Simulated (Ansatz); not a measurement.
Elements on the sites of an ideal bcc lattice, at a guessed lattice constant:

```
Nb W
1.0
    -4.92522    4.92522   -1.64174
    -4.92522   -1.64174    4.92522
     1.64174    4.92522    4.92522
Nb W
16 4
Cartesian
  0.0000 0.0000 0.0000
  -4.9252 1.6417 1.6417
  -3.2835 0.0000 3.2835
  -1.6417 1.6417 1.6417
  -6.5670 3.2835 3.2835
  -4.9252 4.9252 1.6417
  -3.2835 3.2835 3.2835
  -1.6417 4.9252 1.6417
  -1.6417 1.6417 4.9252
  -8.2087 4.9252 4.9252
  -4.9252 4.9252 4.9252
  -3.2835 6.5670 3.2835
  -3.2835 3.2835 6.5670
  -1.6417 4.9252 4.9252
  -6.5670 6.5670 6.5670
  -4.9252 4.9252 8.2087
  -3.2835 3.2835 0.0000
  -4.9252 1.6417 4.9252
  0.0000 3.2835 3.2835
  -4.9252 8.2087 4.9252
```

Cell and atoms were relaxed without symmetry on coarser meshes and computed once more. The calculation used DFT r2SCAN, scalar-relativistic, plane waves, PAW (Ansatz).

Plane waves to 500 eV, a k mesh through Γ of 5×5×5 on the computed 20-atom cell and Gaussian smearing (0.10 eV); no spin polarisation.

The relaxation ran on 2×2×2 (shifted) and then 3×3×3 k points with a smearing of 0.1 eV, from sites shaken by 0.02 Å.

What does the relaxation give?

A volume of 17.56 Å³/atom and no gap on the mesh. It lies 0.01 eV/atom below the elements' standard states (static lattices, no corrections for gases). The atoms leave their sites by 0.03 Å (root mean square) and 0.05 Å at most, and the cell stretches by up to 3.9 % at fixed volume.

```xyz
20
Lattice="-4.9667 4.9921 -1.4414 -4.9747 -1.4556 4.9747 1.4414 4.9922 4.9668" Properties=species:S:1:pos:R:3 pbc="T T T"
Nb   -3.5385    9.9402    3.5350
Nb   -3.5208    6.7901    6.6935
Nb   -3.3349    0.1237    3.3314
Nb   -1.6819    1.7470    1.6784
Nb   -6.6743    3.4415    3.4947
Nb   -5.0355    5.0287    1.7955
Nb   -3.4152    3.3868    3.4116
Nb   -1.7577    4.9541    1.7543
Nb   -1.7303    1.7980    4.9587
Nb   -8.3962    5.2028    5.1561
Nb   -5.0975    5.1158    5.0941
Nb   -3.4626    6.7332    3.4592
Nb   -3.4981    3.4414    6.6708
Nb   -1.7989    5.0287    5.0321
Nb   -6.7799    6.8448    6.7764
Nb   -5.1596    5.2029    8.3926
W    -3.3309    3.3475    0.1234
W    -5.0388    1.8232    5.0352
W    -0.1268    3.3475    3.3275
W    -5.1562    8.4084    5.1528
```

The final mesh leaves forces up to 0.16 eV/Å and stresses up to 1.0 GPa: the relaxation ran on a coarser mesh, so the cell's shape, its bonds and its energy belong partly to that mesh.

Spin-orbit coupling is left out, which matters for the bands of heavy elements.

Cost: 2 runs of about 8.6 core-minutes in all (earlier runs that led there not counted), on AMD EPYC 9R45 (Zen 5) (shared hosts).